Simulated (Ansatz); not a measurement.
in.yaml

```yaml
crystal:
  periodic: [false, false, false]
  atoms:
    - {symbol: P, position_ang: [0.000000, 0.000000, 0.000000]}
    - {symbol: Be, position_ang: [0.000000, 0.000000, 3.678000]}
basis:
  gaussian: {orbitals: cc-pVDZ}
total_charge: 1
correlation: {method: fic_mrcisd_q, electrons: outside_noble_gas, active_space: {window: {electrons: 2, orbitals: 2}}}
```

```sh
$ ansatz run in.yaml --threads 1 --pin off --events-out ev --progress --plain --max-ram 2393MiB
```

Log:

```
322 factors; integrals over basis functions are off by at most 3.5e-4 eV
mean field evaluation 1: about -9654.8661 eV, gradient 1.3e1 eV
mean field evaluation 2: about -9654.8666 eV, gradient 1.3e1 eV
mean field evaluation 4: about -9656.5157 eV, gradient 2.3e0 eV
mean field evaluation 8: about -9656.5570 eV, gradient 4.7e-3 eV
mean field evaluation 16: about -9656.5570 eV, gradient 1.6e-3 eV
mean field evaluation 32: about -9656.5584 eV, gradient 2.1e-1 eV
mean field evaluation 64: about -9656.5524 eV, gradient 4.7e-1 eV
mean field -9656.55697020 eV, -354.8719232056 hartree, gradient 9.4e-6 eV, S^2 0.000000; 8 other end points of the search recorded, 0 dependent functions left out; unrestricted orbitals would lower it
reference -9656.55697020 eV, -354.8719232056 hartree; 9, 9 occupied and 23, 23 virtual orbitals, 322 factors
state -9657.85399454 eV, -354.9195879708 hartree
contracted CI cycle   1: correlation 0.00000000 eV, 0.0000000000 hartree, residual 1.02e1 eV
contracted CI cycle   2: correlation -2.54436351 eV, -0.0935036342 hartree, residual 1.69e0 eV
contracted CI cycle   3: correlation -2.65082419 eV, -0.0974159923 hartree, residual 7.58e-1 eV
contracted CI cycle   4: correlation -2.67348893 eV, -0.0982489059 hartree, residual 3.68e-1 eV
contracted CI cycle   5: correlation -2.68211198 eV, -0.0985657972 hartree, residual 2.84e-1 eV
contracted CI cycle   6: correlation -2.68579223 eV, -0.0987010440 hartree, residual 1.80e-1 eV
contracted CI cycle   7: correlation -2.68710071 eV, -0.0987491297 hartree, residual 8.77e-2 eV
contracted CI cycle   8: correlation -2.68746401 eV, -0.0987624809 hartree, residual 5.98e-2 eV
contracted CI cycle   9: correlation -2.68763638 eV, -0.0987688151 hartree, residual 3.71e-2 eV
contracted CI cycle  10: correlation -2.68768781 eV, -0.0987707053 hartree, residual 1.88e-2 eV
contracted CI cycle  11: correlation -2.68769917 eV, -0.0987711227 hartree, residual 7.11e-3 eV
contracted CI cycle  12: correlation -2.68770163 eV, -0.0987712132 hartree, residual 4.37e-3 eV
contracted CI cycle  13: correlation -2.68770232 eV, -0.0987712385 hartree, residual 2.03e-3 eV
contracted CI cycle  14: correlation -2.68770244 eV, -0.0987712427 hartree, residual 6.49e-4 eV
state -9657.85399454 eV, -354.9195879708 hartree; corrected -9660.82539713 eV, -355.0287850019 hartree
Total energy: -9660.82539713 eV, -355.0287850019 hartree
```

Ran on 1 thread of Arm Neoverse V2, shared host: 0.66 s wall, 0.14 GiB peak host memory.
